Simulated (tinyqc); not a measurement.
Pariser-Parr-Pople SCF with singles CI, for the molecule C=CC=C (SMILES; centres numbered as the heavy atoms are written), step by step. One step of it, computed by the program tinyqc.

Problem. Iteration 2: Fock matrix. F_rr = H_rr + P_rr gamma_rr / 2 + sum_(s != r) P_ss gamma_rs; F_rs = H_rs - P_rs gamma_rs / 2; E = tr P (H + F) / 2 + core repulsion sum_(r<s) z_r z_s gamma_rs.

P after iteration 1, order 1C, 2C, 3C, 4C:
$$\begin{pmatrix}
0.722938 & 0.883090 & -0.092833 & -0.307651 \\
0.883090 & 1.277062 & 0.307651 & -0.092833 \\
-0.092833 & 0.307651 & 1.277062 & 0.883090 \\
-0.307651 & -0.092833 & 0.883090 & 0.722938
\end{pmatrix}$$

core matrix H (eV), order 1C, 2C, 3C, 4C:
$$\begin{pmatrix}
-27.620688 & -2.390000 & 0.000000 & 0.000000 \\
-2.390000 & -31.506191 & -2.390000 & 0.000000 \\
0.000000 & -2.390000 & -31.506191 & -2.390000 \\
0.000000 & 0.000000 & -2.390000 & -27.620688
\end{pmatrix}$$

repulsion gamma_rs (eV), order 1C, 2C, 3C, 4C:
$$\begin{pmatrix}
11.130000 & 7.551966 & 5.239207 & 3.669516 \\
7.551966 & 11.130000 & 7.555018 & 5.239207 \\
5.239207 & 7.555018 & 11.130000 & 7.551966 \\
3.669516 & 5.239207 & 7.551966 & 11.130000
\end{pmatrix}$$

Centres (angstrom, eV; a flat drawing with bonds scaled to 1.40 angstrom):
```
centre          x          y  core charge z          W   gamma_rr
1C      -1.848000  -0.127000              1  11.160000  11.130000
2C      -0.559000   0.421000              1  11.160000  11.130000
3C       0.559000  -0.421000              1  11.160000  11.130000
4C       1.848000   0.127000              1  11.160000  11.130000
```

Give: F; pi energy.

Solution.

F (eV), order 1C, 2C, 3C, 4C:
$$\begin{pmatrix}
-4.6096 & -5.7245 & 0.2432 & 0.5645 \\
-5.7245 & -5.5039 & -3.5522 & 0.2432 \\
0.2432 & -3.5522 & -5.5039 & -5.7245 \\
0.5645 & 0.2432 & -5.7245 & -4.6096
\end{pmatrix}$$

pi energy = -50.1364 eV
